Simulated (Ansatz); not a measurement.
# P₂H₄+ (doublet): wave-function methods side by side, cc-pVDZ

How much of the correlation energy of P₂H₄+ (doublet) does each wave-function method recover here?

Program: Ansatz 0.2.0, Gaussian basis. Level of theory: cc-pVDZ, core rule «outside noble gas», up to 10 orbitals frozen. These are calculated values, not measurements.

To be run: UHF; CCSD(T) on ROHF; CCSD(T) on UHF; BCCD(T) on ROHF; CISD; CCSDT(Q) on ROHF; CCSDT(Q) on UHF.

19 further runs of the same task are left out: 3 for a known fault of the program, 8 that didn't finish, 8 set aside as unsound or not needed.

## Step 1: The geometry

The geometry is a PBE0/def2-TZVP stationary point (not a proven minimum) of the parent state, kept for this charge and spin.

6 atoms, charge 1, spin multiplicity 2.

Atoms are counted from 1 here; the program's logs count them from 0.

Bond lengths: P1–P2 2.228 Å, P1–H3 1.422 Å, P1–H4 1.422 Å, P2–H5 1.422 Å, P2–H6 1.422 Å. Angles: P2–P1–H3 93.6°, P2–P1–H4 93.6°, H3–P1–H4 92.0°, P1–P2–H5 93.6°, P1–P2–H6 93.6°, H5–P2–H6 92.0°.

Coordinates:

```xyz
6
charge 1, multiplicity 2
P    -0.13192    0.00000    1.10607
P     0.13192    0.00000   -1.10607
H     0.83430   -1.02276    1.31172
H     0.83430    1.02276    1.31172
H    -0.83430   -1.02276   -1.31172
H    -0.83430    1.02276   -1.31172
```

## Step 2: UHF

in.yaml reads:

```yaml
crystal:
  periodic: [false, false, false]
  atoms:
    - {symbol: P, position_ang: [-0.131922, 0.000000, 1.106074]}
    - {symbol: P, position_ang: [0.131922, 0.000000, -1.106074]}
    - {symbol: H, position_ang: [0.834303, -1.022760, 1.311716]}
    - {symbol: H, position_ang: [0.834305, 1.022759, 1.311716]}
    - {symbol: H, position_ang: [-0.834305, -1.022759, -1.311716]}
    - {symbol: H, position_ang: [-0.834303, 1.022760, -1.311716]}
basis:
  gaussian: {orbitals: cc-pVDZ}
total_charge: 1
magnetization: {spin_polarized: true, initial_magnetization: 1}
hamiltonian: {xc: hf}
output: {orbitals: {seedname: orbitals}}
```

Started as:

```sh
ansatz run in.yaml --threads 1 --pin off --events-out ev --progress --plain --max-ram 2393MiB
```

Further steps of the session: CCSD(T) on ROHF; CCSD(T) on UHF; BCCD(T) on ROHF; CISD; CCSDT(Q) on ROHF; CCSDT(Q) on UHF.

**Question.** What will the summary of the whole plan be? Wanted: UCCSDT(Q) below the RHF energy; RMP2 from UCCSDT(Q); UMP2 from UCCSDT(Q); RCCSD from UCCSDT(Q); RCCSD(T) from UCCSDT(Q); UCCSD(T) from UCCSDT(Q); RCCSDT(Q) from UCCSDT(Q); T1 diagnostic.

The runs gave:

| quantity | value |
| --- | --- |
| UCCSDT(Q) below the RHF energy | -8.0614 eV |
| RMP2 from UCCSDT(Q) | +1441.4 meV |
| UMP2 from UCCSDT(Q) | +1590.7 meV |
| RCCSD from UCCSDT(Q) | +321.9 meV |
| RCCSD(T) from UCCSDT(Q) | +54.1 meV |
| UCCSD(T) from UCCSDT(Q) | +58.8 meV |
| RCCSDT(Q) from UCCSDT(Q) | +0.9 meV |
| levels within 1 kcal/mol (43 meV) | RCCSDT, UCCSDT, RCCSDT(Q) |
| T1 diagnostic | 0.025 |

What this shows: RCCSD(T) misses by +54.1 meV, 0.7 % of the correlation energy. Coupled cluster took another determinant than the lowest Hartree-Fock one. These misses are within one basis, not against nature; the frozen cores of restricted and unrestricted runs differ, which can shift their rows.
